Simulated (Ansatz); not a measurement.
Which YAML input does this script hand to the engine? (Ansatz's Python interface)

The script, `opt_c3fns.py`:
```python
"""Relax the C3FNS molecule."""

import itertools

import ansatz
from ase.data import atomic_numbers, covalent_radii
import numpy as np
from rdkit import Chem
from rdkit.Chem import AllChem


def main() -> None:
    # start geometry from RDKit
    rd = Chem.AddHs(Chem.MolFromSmiles("N#CC(F)=C=S"))
    AllChem.EmbedMolecule(rd, randomSeed=961)
    AllChem.UFFOptimizeMolecule(rd)
    mol = ansatz.Crystal.molecule()
    for atom, xyz in zip(rd.GetAtoms(), rd.GetConformer().GetPositions()):
        mol = mol.atom(atom.GetSymbol(), xyz.round(5).tolist())

    calculation = (
        mol.calculation()
        .basis(gaussian="def2-SVP")
        .functional("pbe0")
    )
    symbols = [site.symbol for site in mol.cartesian_sites]
    start = np.array([site.position_ang for site in mol.cartesian_sites], dtype=float)
    report = calculation.relax(force_tolerance=0.01).run().report
    end = np.array(report["positions_ang"])

    print("reference energy %16.6f eV" % report["reference_energy_ev"])
    print("total energy     %16.6f eV" % report["free_energy_ev"])
    print("occupied orbitals outside the frozen core (up, down):", report["n_occupied"], " frozen:", report["n_frozen"], " virtual:", report["n_virtual"])

    # pairs closer than 1.2 times the sum of covalent radii, before or after
    radius = [covalent_radii[atomic_numbers[s]] for s in symbols]
    span = lambda where, i, j: np.linalg.norm(where[i] - where[j])
    bonded = [(i, j) for i, j in itertools.combinations(range(len(symbols)), 2) if min(span(start, i, j), span(end, i, j)) < 1.2 * (radius[i] + radius[j])]
    print("pair        before    after (A)")
    for i, j in bonded:
        print(f"{symbols[i]}{i}-{symbols[j]}{j}".ljust(10), f"{span(start, i, j):8.4f} {span(end, i, j):8.4f}")
    for first, second in list(itertools.combinations(bonded, 2)):
        shared = set(first) & set(second)
        if shared and symbols[(j := shared.pop())] != "H":
            i, k = sorted((set(first) | set(second)) - {j})
            u, v = end[i] - end[j], end[k] - end[j]
            angle = np.degrees(np.arccos(np.clip(u @ v / np.linalg.norm(u) / np.linalg.norm(v), -1, 1)))
            print(f"final angle {symbols[i]}{i}-{symbols[j]}{j}-{symbols[k]}{k}: {angle:.2f} deg")
    with open("c3fns_opt.xyz", "w") as handle:
        handle.write(f"{len(symbols)}\nrelaxed C3FNS\n")
        handle.writelines(f"{s:2s} {x:11.6f} {y:11.6f} {z:11.6f}\n" for s, (x, y, z) in zip(symbols, end))


if __name__ == "__main__":
    main()
```

```console
$ python opt_c3fns.py
reference energy    -18129.448351 eV
total energy        -18129.448351 eV
occupied orbitals outside the frozen core (up, down): [25, 25]  frozen: 0  virtual: [63, 63]
pair        before    after (A)
N0-C1        1.1573   1.1615
C1-C2        1.4355   1.4190
C2-F3        1.3545   1.3346
C2-C4        1.3028   1.3345
C4-S5        1.6114   1.5457
final angle N0-C1-C2: 179.94 deg
final angle C1-C2-F3: 117.67 deg
final angle C1-C2-C4: 121.41 deg
final angle F3-C2-C4: 120.92 deg
final angle C2-C4-S5: 179.20 deg
```

`input.yaml`:
```yaml
crystal:
  periodic: [false, false, false]
  atoms:
    - { symbol: "N", position_ang: [-2.21159, -0.98509, -0.20808] }
    - { symbol: C, position_ang: [-1.25022, -0.3427, -0.25736] }
    - { symbol: C, position_ang: [-0.05815, 0.45464, -0.31855] }
    - { symbol: F, position_ang: [-0.14911, 1.79714, -0.47415] }
    - { symbol: C, position_ang: [1.11124, -0.1118, -0.22456] }
    - { symbol: S, position_ang: [2.55783, -0.81219, -0.10833] }
basis:
  gaussian:
    orbitals: def2-SVP
hamiltonian:
  xc: pbe0
relax:
  f_tol: 0.01
```

Total energies depend on the basis set; only differences at equal settings carry meaning. The end point is the stationary point reached from this start; no frequency run checks that it is a minimum, and the basis set is modest. The whole script took 32 s on 1 thread of Arm Neoverse V1, with other jobs on the host, peak memory 0.3 GiB.
